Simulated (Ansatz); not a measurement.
Basis-set extrapolation for `B[N]B` radical (PBE0-D4/def2-TZVP geometry, frozen core, Ansatz 0.2.0). Multiplicity 2, UHF reference.

```csv
,def2-TZVPP,def2-QZVPP
HF,-106.189133,-106.194513
MP2 correlation,-0.370284,-0.396278
CCSD(T) correlation,-0.426505,not run
```

Energies in hartree. Use E(X) = E(∞) + A·exp(−7.88·√X) for Hartree–Fock and E(X) = E(∞) + B·X^(−2.97) for correlation, with X = 3 and 4, and add CCSD(T) minus MP2 of the smaller set to the MP2 limit.

**Question.** What is the CCSD(T) energy at the basis-set limit?

**Answer.** HF limit: -106.194513 + (-0.005380) × 0.13774 = -106.19525. MP2 limit: -0.396278 + (-0.025994) × 0.74074 = -0.41553. Higher-order term: -0.426505 − (-0.370284) = -0.05622. Total: -106.66700 hartree, 1.40 eV below CCSD(T)/def2-TZVPP.
